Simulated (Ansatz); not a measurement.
# Nudged elastic band run: C2H4OS

Input:

```yaml
crystal:
  periodic: [false, false, false]
  atoms:
    - { symbol: S, position_ang: [-1.589256, 0.643176, -0.663698] }
    - { symbol: C, position_ang: [0.004539, 0.39688, 0.150551] }
    - { symbol: C, position_ang: [0.508142, -0.981015, 0.290582] }
    - { symbol: O, position_ang: [1.116994, -0.051008, -0.609002] }
    - { symbol: H, position_ang: [-1.32522, 1.909231, -1.094095] }
    - { symbol: H, position_ang: [0.240409, 1.148568, 0.927946] }
    - { symbol: H, position_ang: [1.101609, -1.25951, 1.182255] }
    - { symbol: H, position_ang: [-0.057217, -1.806311, -0.18453] }
basis:
  gaussian: { orbitals: def2-SVP }
hamiltonian:
  xc: pbe
  dispersion: d4
neb:
  order_check: false
  images: 5
  f_tol: 0.05
  max_iterations: 60
  final_atoms:
    - { symbol: S, position_ang: [-1.82834857, 0.40747988, -0.77590665] }
    - { symbol: C, position_ang: [-0.30699559, 0.65038534, -0.11615211] }
    - { symbol: C, position_ang: [0.43956099, -0.59140145, 0.19169625] }
    - { symbol: O, position_ang: [1.81847483, -0.37995229, 0.37635862] }
    - { symbol: H, position_ang: [-2.26284674, 1.7125823, -0.84187185] }
    - { symbol: H, position_ang: [1.89710332, 0.5846876, 0.52922575] }
    - { symbol: H, position_ang: [-0.06812531, -0.92959252, 1.14675335] }
    - { symbol: H, position_ang: [0.31117706, -1.45417787, -0.51009437] }
  initial_path:
    images:
      - { positions_ang: [[-1.589256, 0.643176, -0.663698], [0.004539, 0.39688, 0.150551], [0.508142, -0.981015, 0.290582], [1.116994, -0.051008, -0.609002], [-1.32522, 1.909231, -1.094095], [0.240409, 1.148568, 0.927946], [1.101609, -1.25951, 1.182255], [-0.057217, -1.806311, -0.18453]] }
      - { positions_ang: [[-1.61206482, 0.61924543, -0.68253588], [-0.06827641, 0.37515993, 0.21306697], [0.48813078, -0.97767398, 0.30190212], [1.08279407, 0.0204585, -0.49528369], [-1.34134521, 1.88328725, -1.07596364], [0.41188108, 1.14416511, 0.78771692], [1.0471546, -1.28416096, 1.19486577], [-0.00827408, -1.7804703, -0.24375957]] }
      - { positions_ang: [[-1.63487364, 0.59531487, -0.70137377], [-0.14109181, 0.35343987, 0.27558295], [0.46811956, -0.97433296, 0.31322224], [1.04859413, 0.09192501, -0.38156537], [-1.35747043, 1.8573435, -1.05783229], [0.58335315, 1.13976222, 0.64748785], [0.99270021, -1.30881191, 1.20747654], [0.04066884, -1.75462959, -0.30298914]] }
      - { positions_ang: [[-1.65768246, 0.5713843, -0.72021165], [-0.21390722, 0.3317198, 0.33809892], [0.44810833, -0.97099194, 0.32454236], [1.0143942, 0.16339151, -0.26784706], [-1.37359564, 1.83139975, -1.03970093], [0.75482523, 1.13535933, 0.50725877], [0.93824581, -1.33346287, 1.2200873], [0.08961176, -1.72878889, -0.36221872]] }
      - { positions_ang: [[-1.71457116, 0.5167495, -0.73877665], [-0.24493668, 0.43794165, 0.18668191], [0.44525922, -0.84446177, 0.28026033], [1.28242107, -0.01772309, -0.05311183], [-1.67001267, 1.79179393, -0.9737579], [1.13558459, 0.95180209, 0.5145811], [0.60278877, -1.19883942, 1.19564265], [0.16346686, -1.63725188, -0.4115106]] }
      - { positions_ang: [[-1.77145987, 0.46211469, -0.75734165], [-0.27596613, 0.5441635, 0.0352649], [0.44241011, -0.71793161, 0.23597829], [1.55044795, -0.19883769, 0.1616234], [-1.96642971, 1.75218811, -0.90781488], [1.51634396, 0.76824485, 0.52190343], [0.26733173, -1.06421597, 1.171198], [0.23732196, -1.54571487, -0.46080248]] }
      - { positions_ang: [[-1.82834857, 0.40747988, -0.77590665], [-0.30699559, 0.65038534, -0.11615211], [0.43956099, -0.59140145, 0.19169625], [1.81847483, -0.37995229, 0.37635862], [-2.26284674, 1.7125823, -0.84187185], [1.89710332, 0.5846876, 0.52922575], [-0.06812531, -0.92959252, 1.14675335], [0.31117706, -1.45417787, -0.51009437]] }
```

Run as:

```bash
$ ansatz run input.yaml --threads 1 --pin off --max-ram 2048MiB --backend cpu --events-out ev --progress --plain --runs-dir out
```

Output, in part (warnings, iteration lines, the closing report on the highest movable image, with atoms numbered from 0):

```
NEB end point (image 0): max|allowed force component| = 1.418e-2 eV/Å (the criterion of neb.relax_end_points is 1.000e-2)
NEB end point (image 6): max|allowed force component| = 8.120e-3 eV/Å (the criterion of neb.relax_end_points is 1.000e-2)
NEB iter   1: max|band force component| = 1.262e1 eV/Å  barrier→ = 5.0633 eV  barrier← = 3.3504 eV  Δτ_max = 0.1967 Å  (195 SCF iters)
NEB iter   2: max|band force component| = 5.462e0 eV/Å  barrier→ = 3.0964 eV  barrier← = 1.3835 eV  Δτ_max = 0.1938 Å  (170 SCF iters)
NEB iter   3: max|band force component| = 3.160e0 eV/Å  barrier→ = 2.3470 eV  barrier← = 0.6342 eV  Δτ_max = 0.1960 Å  (170 SCF iters)
NEB iter   4: max|band force component| = 2.250e0 eV/Å  barrier→ = 2.4701 eV  barrier← = 0.7573 eV  Δτ_max = 0.1289 Å  (162 SCF iters)
NEB iter   5: max|band force component| = 1.396e0 eV/Å  barrier→ = 2.4518 eV  barrier← = 0.7390 eV  Δτ_max = 0.1272 Å  (157 SCF iters)
NEB iter   6: max|band force component| = 9.544e-1 eV/Å  barrier→ = 2.3891 eV  barrier← = 0.6763 eV  Δτ_max = 0.0487 Å  (159 SCF iters)
NEB iter   7: max|band force component| = 8.702e-1 eV/Å  barrier→ = 2.3657 eV  barrier← = 0.6528 eV  CI = image 3  Δτ_max = 0.1912 Å  (155 SCF iters)
NEB iter   8: max|band force component| = 1.094e0 eV/Å  barrier→ = 2.3890 eV  barrier← = 0.6761 eV  CI = image 3  Δτ_max = 0.0997 Å  (167 SCF iters)
NEB iter   9: max|band force component| = 3.896e-1 eV/Å  barrier→ = 2.3517 eV  barrier← = 0.6388 eV  CI = image 3  Δτ_max = 0.0471 Å  (160 SCF iters)
NEB iter  10: max|band force component| = 6.692e-1 eV/Å  barrier→ = 2.3493 eV  barrier← = 0.6365 eV  CI = image 3  Δτ_max = 0.0234 Å  (155 SCF iters)
NEB iter  11: max|band force component| = 1.272e-1 eV/Å  barrier→ = 2.3436 eV  barrier← = 0.6307 eV  CI = image 3  Δτ_max = 0.0118 Å  (157 SCF iters)
NEB iter  12: max|band force component| = 2.363e-2 eV/Å  barrier→ = 2.3428 eV  barrier← = 0.6300 eV  CI = image 3  Δτ_max = 0.0000 Å  (309 SCF iters)
Total energy: -15001.86357563 eV, -551.3083177762 hartree
Atom 0 at    -1.559041     0.541335    -0.880805 Å, force    -0.011871     0.000519    -0.018060 eV/Å
Atom 1 at    -0.340446     0.425391     0.321759 Å, force     0.008587    -0.006680     0.027541 eV/Å
Atom 2 at     0.454716    -0.852710     0.325885 Å, force    -0.017576    -0.010989    -0.011726 eV/Å
Atom 3 at     1.467598    -0.003758    -0.211852 Å, force    -0.010463     0.021978     0.013441 eV/Å
Atom 4 at    -1.769842     1.890506    -0.796387 Å, force     0.005027    -0.002532     0.002611 eV/Å
Atom 5 at     0.915059     0.940564     0.308651 Å, force     0.019531    -0.007187    -0.017053 eV/Å
Atom 6 at     0.667420    -1.291980     1.327221 Å, force     0.004222     0.006058     0.005668 eV/Å
Atom 7 at     0.164535    -1.649338    -0.394462 Å, force     0.002543    -0.001167    -0.002422 eV/Å
Dipole moment:    -0.358608     0.037059    -0.036337 e Å
```

The forces met the threshold. A vibrational analysis at the climbing image gives one clearly imaginary mode, 1283i cm⁻¹: a first-order saddle point. The orbitals stay closed-shell, which can raise the energy where a bond breaks towards radicals; this wasn't checked here.

Final band (atoms are numbered from 1 in the order of the input):

```json
{"image": "0", "path coordinate (Å)": "0.00", "energy (kJ/mol)": "0.0", "C2–O4 (Å)": "1.42", "C2–H6 (Å)": "1.11", "O4–H6 (Å)": "2.14"}
{"image": "1", "path coordinate (Å)": "0.57", "energy (kJ/mol)": "11.0", "C2–O4 (Å)": "1.43", "C2–H6 (Å)": "1.10", "O4–H6 (Å)": "2.08"}
{"image": "2", "path coordinate (Å)": "1.14", "energy (kJ/mol)": "122.8", "C2–O4 (Å)": "1.68", "C2–H6 (Å)": "1.10", "O4–H6 (Å)": "1.74"}
{"image": "3", "path coordinate (Å)": "1.71", "energy (kJ/mol)": "226.1", "C2–O4 (Å)": "1.93", "C2–H6 (Å)": "1.36", "O4–H6 (Å)": "1.21"}
{"image": "4", "path coordinate (Å)": "2.36", "energy (kJ/mol)": "187.5", "C2–O4 (Å)": "2.17", "C2–H6 (Å)": "1.95", "O4–H6 (Å)": "0.99"}
{"image": "5", "path coordinate (Å)": "3.01", "energy (kJ/mol)": "175.2", "C2–O4 (Å)": "2.31", "C2–H6 (Å)": "2.14", "O4–H6 (Å)": "0.98"}
{"image": "6", "path coordinate (Å)": "3.66", "energy (kJ/mol)": "165.3", "C2–O4 (Å)": "2.41", "C2–H6 (Å)": "2.30", "O4–H6 (Å)": "0.98"}
```

Run time: 2.4 min on 1 thread of Intel(R) Xeon(R) Platinum 8488C (Sapphire Rapids), with other jobs on the host, peak memory 0.15 GiB.
